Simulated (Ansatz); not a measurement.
Results of PBE0 in Ansatz (PAW) for SbSI (Pnma, No. 62).

Run with plane-wave cutoff 460 eV, 4×6×2 k mesh (along the axes of the cell as run), Fermi–Dirac smearing 0.01 eV, scalar-relativistic PAW data made under PBE.

Cell (relaxed with PBEsol):

```
CELL_PARAMETERS angstrom
      8.45969     0.00000     0.00000
      0.00000     4.03547     0.00000
      0.00000     0.00000    10.18904
ATOMIC_POSITIONS crystal
  Sb 0.62021 0.75000 0.37501
  Sb 0.37979 0.25000 0.62499
  Sb 0.87979 0.25000 0.87501
  Sb 0.12021 0.75000 0.12499
  S  0.84143 0.75000 0.04449
  S  0.15857 0.25000 0.95551
  S  0.65857 0.25000 0.54449
  S  0.34143 0.75000 0.45551
  I  0.01732 0.75000 0.67331
  I  0.98268 0.25000 0.32669
  I  0.48268 0.25000 0.17331
  I  0.51732 0.75000 0.82669
```

Q: Give the computed band gap, smallest direct gap on the k points sampled and Γ–Γ gap.

A: 
- band gap = 2.86 eV
- smallest direct gap on the k points sampled = 3.03 eV
- Γ–Γ gap = 3.41 eV

Measured, for comparison: band gap 1.88 eV (temperature not stated, not corrected to a static lattice, indirect; as tabulated in Butler et al. (2014), arXiv:1412.6929).

Note: the cell comes from a level without a dispersion term, which matters for the spacing of layers, chains or molecules; cell and atoms aren't relaxed at this level (pressure 0.9 GPa).

Spin–orbit coupling is not included.

The result took around 18 core-minutes (rough).

Ansatz is a program for electronic structure.
